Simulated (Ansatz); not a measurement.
# CH₂AlN: how energies converge with the basis set

One table from this session's results is given with a row withheld; the runs are named, their logs left out.

Method: one geometry, several basis sets; program: Ansatz 0.2.0, Gaussian basis.

Plan: PBE0-D4/def2-SVP; ωB97M-V/def2-SVP; PBE0-D4/def2-QZVPP; ωB97M-V/def2-QZVPP; CCSD(T)/cc-pV(D+d)Z; CCSD(T)/cc-pV(T+d)Z; MP2/cc-pV(Q+d)Z; the functionals' def2-TZVPP values are taken from earlier runs.

2 further runs of the same task are left out: 2 that didn't finish.

**The geometry**

An earlier PBE0-D4 in a triple-zeta def2 set relaxation fixed the geometry.

SMILES `[CH]1=[N][AlH]1`, 5 atoms, charge 0, spin multiplicity 1.

Atoms are counted from 1 here; the program's logs count them from 0.

Bond lengths: C1–N2 1.290 Å, C1–Al3 1.834 Å, C1–H4 1.098 Å, N2–Al3 1.835 Å, Al3–H5 1.563 Å. Angles: N2–C1–Al3 69.4°, N2–C1–H4 125.9°, Al3–C1–H4 164.6°, C1–N2–Al3 69.4°, C1–Al3–N2 41.2°, C1–Al3–H5 175.1°, N2–Al3–H5 143.8°.

Coordinates:

```xyz
5
CH2AlN
C    -0.6297   -0.6989   -0.0352
N     0.1702   -0.5988    0.9717
Al    0.5070    0.7240   -0.2547
H    -1.4112   -1.4599   -0.1639
H     1.4136    1.9599   -0.5593
```

The first run:

The input, in.yaml:

```yaml
crystal:
  periodic: [false, false, false]
  atoms:
    - {symbol: C, position_ang: [-0.629699, -0.698916, -0.035185]}
    - {symbol: N, position_ang: [0.170209, -0.598846, 0.971666]}
    - {symbol: Al, position_ang: [0.506991, 0.724001, -0.254678]}
    - {symbol: H, position_ang: [-1.411163, -1.459867, -0.163944]}
    - {symbol: H, position_ang: [1.413562, 1.959930, -0.559259]}
basis:
  gaussian: {orbitals: def2-SVP}
hamiltonian: {xc: pbe0, dispersion: d4}
output: {orbitals: {seedname: orbitals}}
```

Launch:

```bash
$ ansatz run in.yaml --threads 2 --pin off --events-out ev --progress --plain --max-ram 4352MiB
```

Steps of the session up to this table: PBE0-D4 in def2-SVP; ωB97M-V in def2-SVP; PBE0-D4 in def2-QZVPP; ωB97M-V in def2-QZVPP.

One table of the session follows, with a row left open; its other results are not shown here.

```
functional       basis  HOMO (eV)
   PBE0-D4    def2-SVP          ?
   PBE0-D4  def2-TZVPP      -5.59
   PBE0-D4  def2-QZVPP      -5.62
   ωB97M-V    def2-SVP      -7.65
   ωB97M-V  def2-TZVPP      -7.73
   ωB97M-V  def2-QZVPP      -7.76
```

**Question.** Estimate the row for PBE0-D4, def2-SVP.

**Answer.** HOMO (eV): -5.54. In the column «HOMO (eV)» it is the highest.
